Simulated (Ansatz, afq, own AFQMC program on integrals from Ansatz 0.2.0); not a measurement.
Two steps: Ansatz 0.2.0 writes the Fock matrix and Cholesky factors of the valence space, and afq projects on them the lowest state that overlaps trial and start.

```yaml
crystal:
  periodic: [false, false, false]
  atoms:
    - {symbol: Al, position_ang: [0.000000, 0.032676, 0.636525]}
    - {symbol: N, position_ang: [0.000000, -0.106661, -1.095305]}
    - {symbol: H, position_ang: [0.000000, 0.607486, -1.818390]}
basis:
  gaussian: {orbitals: cc-pVDZ}
magnetization: {spin_polarized: true, initial_magnetization: 3}
correlation: {method: ccsd_t, electrons: outside_noble_gas, hamiltonian_folder: ham}
```

```sh
$ ansatz run in.yaml --threads 1 --pin off --events-out ev --progress --plain --max-ram 16896MiB --backend cuda --devices 0, --max-vram 18GiB
```

Options of the walk:

```
--method phaseless --trial cisd --walkers 160 --populations 1 --least-time 40 --time-step 0.005 --steps-per-block 50 --equilibration-blocks 24 --max-blocks 160 --target-error 0.00072 --factor-cut 1e-05 --start determinant --seed 4904 --taylor-order 6
```

Times are imaginary, in 1/Eh. The walk had a cap of 60 s.

Log:

```
orbitals 31  electrons 6 3  factors 227 of 362
reference energy -296.82768606 Eh
CCSD correlation -0.17780721 Eh in 26 cycles, weight of the determinant in the CISD state 0.9129
energy of the start -297.005495 Eh
 block  time / (1/Eh)  mean weight  energy / Eh
     1     0.250  1.0008  -297.004318
     2     0.500  1.0009  -297.005761
     3     0.750  0.9998  -297.006512
     4     1.000  1.0002  -297.007032
     5     1.250  0.9991  -297.011458
     7     1.750  0.9999  -297.009003
     9     2.250  0.9998  -297.012817
    13     3.250  1.0006  -297.008791
    21     5.250  1.0007  -297.008858
    25     6.250  1.0011  -297.014898
    29     7.250  0.9998  -297.008377
    37     9.250  1.0001  -297.008152
    45    11.250  0.9992  -297.011402
    53    13.250  1.0000  -297.009435
    61    15.250  0.9994  -297.012300
    69    17.250  0.9981  -297.010143
    77    19.250  0.9987  -297.012302
    85    21.250  0.9993  -297.010498
    93    23.250  1.0009  -297.013302
   101    25.250  1.0015  -297.014856
   109    27.250  1.0003  -297.010694
   117    29.250  1.0011  -297.011134
   125    31.250  1.0004  -297.010553
   133    33.250  0.9994  -297.006862
   141    35.250  1.0004  -297.012392
   149    37.250  1.0008  -297.008027
   157    39.250  1.0000  -297.012174
   165    41.250  0.9994  -297.010969
   173    43.250  1.0015  -297.011803
   181    45.250  0.9997  -297.010017
blocks merged  error / Eh  count
     1  0.000154  160
     2  0.000189  80
     4  0.000216  40
     8  0.000190  20
    16  0.000220  10
energy -297.010592 +/- 0.000216 Eh
(rows thinned)
```

The run passed its tests (sampling time, drift between the halves within three errors, error under three times the target), which doesn't prove that it has relaxed.

Against this walk (error 5.9 meV) on the same determinant: CCSD(T) 8.8 meV higher (within the noise), CCSDT(Q) 96.1 meV lower, CCSDTQ 24.1 meV higher, a separate phaseless walk with a CISD trial and standard settings 13.1 ± 6.4 meV lower. The error is statistical and leaves out the bias of the constraint. None of these is a sure reference here.

Cautions: constraint bias not in the error; another spin lies lower; CCSDTQ is in doubt: among natural orbitals it converges to other amplitudes.

The walk took 40 s on 1 × NVIDIA H100 80GB HBM3 with 2 threads of AMD EPYC 7R13 Processor (Zen 3), with other jobs on the host (the card was shared). The log's last line is the phaseless energy.

CCSDT and higher add their correlation energy to the determinant of the CCSD(T) run, since their own runs factorise the integrals more tightly (a shift of under 2 meV).
